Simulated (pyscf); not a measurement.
One hydrogen abstraction on the triplet surface with elements of a group swapped. CCSD(T)/def2-TZVPP + ΔMP2(QZVPP), kJ/mol, from the separated reactants. PySCF, gas phase, ωB97X-D3(BJ)/def2-SVP geometries. Correlated levels are frozen-core, on RHF or UHF. ΔMP2 is the change of the MP2 total energy from the triple- to the quadruple-zeta basis.

| step | barrier | reaction energy | imaginary mode (i cm⁻¹) |
|---|---|---|---|
| GeH₃• + OH• → GeH₄ + O [triplet] | ___ | ___ | 749 |
| SiH₃• + OH• -> SiH₄ + O [triplet] | 68.9 | +39.5 | 1072 |

Some entries are withheld; supply them.


- GeH₃• + OH• → GeH₄ + O [triplet], barrier: 84.9
- GeH₃• + OH• → GeH₄ + O [triplet], reaction energy: +63.5

Each row is the saddle that its search found. The CCSD(T) − MP2 part came from Ansatz, without density fitting, on the same reference. The frozen core leaves the outer d or s,p core shells of the metals and heavy elements correlated in the MP2 and CC values, and def2-TZVPP describes them poorly, which can shift differences by a few kcal/mol. Left out: the spin-orbit lowering of OH, O. Elements up to Kr have no core potential and no relativistic terms here.
